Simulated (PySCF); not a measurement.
# Name the molecule from its bond curve

A diatomic of charge +1 contains P. Its triplet curve at PBE0 in a double-zeta basis (spin-free X2C with a Gaussian nucleus, PySCF), in eV from the separated fragments:

```
R (Å)  E (eV)
1.925  -1.920
2.014  -2.485
2.104  -2.794
2.171  -2.902
2.238  -2.931
2.305  -2.898
2.395  -2.785
2.507  -2.569
2.641  -2.250
2.820  -1.798
```

The fit gives ωe = 505 cm⁻¹ and the rotational constant Bₑ = 0.2300 cm⁻¹.

**Question.** Which atom is the partner?

**Answer.** The minimum lies at 2.233 Å, so the reduced mass is 16.8576 u Å² cm⁻¹/(Bₑ·Re²) = 14.70 u. With P at 30.97 u the partner weighs about 28.0 u: Si. The molecule is SiP⁺.

The state is the lowest determinant that a PBE0 search found; another state may lie lower at other levels.
